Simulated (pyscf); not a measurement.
Optimised with ωB97X-D3(BJ)/def2-SVP in PySCF.

**Question.** Estimate the classical barrier height and the reaction energy of H₂N–InH₂ + hydrogen fluoride (HF) -> H₂N–InH–F + hydrogen (H₂) at ωB97M-D3(BJ)/def2-TZVP. The step runs on the singlet surface, breaks H–In, F–H and forms F–In, H–H; take the separated reactants as zero.

**Answer.** ΔE‡ = 7.9 kcal/mol, ΔE = -12.3 kcal/mol. Zero-point energy shifts the barrier by +0.1 kcal/mol. It is a four-centre exchange, with an imaginary mode of 1008i cm⁻¹. On the reactant side the descent ends in a complex, 5.3 kcal/mol under the separated species and 11.5 kcal/mol under the saddle at ωB97X-D3(BJ)/def2-TZVP. At the saddle there is also a short H–In contact that neither side keeps. One saddle was located; it need not be the lowest between these sides. Elements past Kr carry the def2 core potentials, without spin-orbit coupling.
